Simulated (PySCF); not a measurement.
# Structure elucidation problem

Molecular formula: C4H6O2. Simulated spectra:

1H NMR (400 MHz, computed): δ 6.63 (br s, 1H), 6.13 (br s, 1H), 5.87 (br s, 1H), 1.99 (s, 3H).

13C{1H} NMR (computed): δ 176.5 (C), 149.4 (C), 138.8 (CH2), 22.3 (CH3).

- PBE0-D3(BJ)/def2-TZVP geometry
- NMR shieldings at PBE0/pcSseg-2/GIAO
- run in PySCF 2.14
- a single conformation, non-relativistic, fast rotation and ring inversion assumed for equivalent nuclei, no solvent model

Shifts are taken against calculated references (same method and geometry level): TMS for 1H, 13C.

Task: What is the structure?

Result: 
Rings plus π bonds: 2 (no ring in the answer). 4 carbon signals for 4 carbons: no two carbons are equivalent. Carbon types of the structure: 2 × C, 1 × CH2, 1 × CH3, leaving 1 H on heteroatoms. δC 176.5: carboxylic acid carbon; it is a carbonyl in resonance with an O or N lone pair, the region of acids, esters and amides. δC 149.4: α carbon of a C=C–C=O unit; as expected for a trigonal carbon in a double bond. δC 138.8: β carbon of a C=C–C=O unit; conjugation with the carbonyl draws π density from the β position. δC 22.3: allylic methyl carbon; aliphatic region, no heteroatom directly attached. δH 6.63, 6.13: hydrogen on a β carbon of a C=C–C=O unit; olefinic region. δH 5.87: hydrogen on an acid hydroxyl oxygen; labile proton, position sensitive to the medium. δH 1.99: hydrogen on an allylic methyl carbon; allylic position.

Structure: SMILES C(C(=C)C)(=O)O.

The shifts were computed for this structure.

OH and NH positions are those of a molecule without intermolecular hydrogen bonds; in solution they move with solvent, concentration and temperature, and exchange usually removes their couplings. Shifts are as computed. Against solution values, carbons near 30 ppm lie about +3 ppm off and those near 130 ppm about +9 ppm. Of 1211 compounds with measured shifts, 218 miss one by over three times the rms of a fit or turn the order of signals round; such compounds aren't used in these exercises. The C=O carbon of an acid or of an amide with N–H lies up to 10 ppm further downfield in solution, through hydrogen bonding that the calculation lacks. No couplings were computed; multiplicities are counted from neighbouring protons, with m where these are inequivalent, close in shift, in a saturated or five-membered ring or joined by F or P, and br s for small geminal =CH2 splittings.
